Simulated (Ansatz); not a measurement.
# CH, quartet in cc-pVTZ: errors against full CI

Geometry: a PBE0/def2-TZVP stationary point for this spin.

```xyz
2

C     0.0000    0.0000    0.0000
H     0.0000    0.0000    1.0894
```

Basis cc-pVTZ; Ansatz 0.2.0. Correlated methods freeze the noble-gas cores, which leaves 5 electrons in 43 orbitals. Prefix R: restricted or restricted open-shell reference; prefix U: unrestricted. Active spaces: valence = (5e, 5o) chosen from the atoms' valence shells.

Full CI is exact within this basis and frozen core; it isn't the basis-set limit. The frozen core follows each run's orbitals, which can shift R against U totals by a few meV.

For open shells CISD is restricted-active-space CI with the open shells as a complete middle space.

The UHF ⟨S²⟩ is 3.754 and the T1 diagnostic (RCCSD) is 0.0208. The largest doubles amplitude (RCCSD) is 0.035 and the T1 diagnostic (UCCSD) is 0.0202.

```
   level  E − E(RHF) (eV)
     UHF          -0.0479
    RMP2          -2.1810
    UMP2          -2.1780
   RCCSD          -2.6028
   UCCSD          -2.6043
RCCSD(T)          -2.6652
UCCSD(T)          -2.6666
```

Task: Estimate how far full CI in cc-pVTZ lies from RCCSD(T). The table doesn't fix it; the size of (T) and the diagnostics are the guide.

Result: Full CI in cc-pVTZ lies 1.2 kJ/mol below RCCSD(T), which is 20 % of the (T) step (-6.0 kJ/mol). The diagnostics are small and one determinant leads, so the series closes fast and only a small part of (T) is left.

The other levels:

| level | E − E(full CI) (kJ/mol) | share of correlation (%) | wall time |
| --- | --- | --- | --- |
| CISD | 7.5 | 97.09 | 0.78 s |
| BCCD(T) | 1.2 | 99.55 | 0.57 s |
| RCCSDT | 0.1 | 99.98 | – |
| UCCSDT | -0.1 | 100.03 | – |
| RCCSDT(Q) | -0.1 | 100.02 | 6 s |
| UCCSDT(Q) | -0.2 | 100.08 | 5.5 s |
| CASSCF (valence space) | 210.1 | 18.66 | – |
| NEVPT2 (valence space) | 49.1 | 81.01 | 0.21 s |
| MRCISD (valence space) | 10.2 | 96.05 | – |
| MRCISD+Q (valence space) | 4.1 | 98.41 | 0.51 s |

The correlation energy at full CI, counted from RHF, is -2.677 eV. That run took 70 s on 1 thread of INTEL XEON PLATINUM 8581C, shared host over 1,326,860 determinants.

Times hold each run's SCF and search for its determinant on a shared host, so for small cases they say little of a method's own cost; they ran on 1 thread of INTEL XEON PLATINUM 8581C.

The full-CI state has the irrep A2 of C2v, in the program's axes (one component, if the state is degenerate).

Natural occupations of full CI about the gap: 1.956 0.994 0.990 0.990 0.020 0.007 0.007 0.006 0.006 0.006; effectively unpaired electrons, Σ n²(2−n)², 3.01.
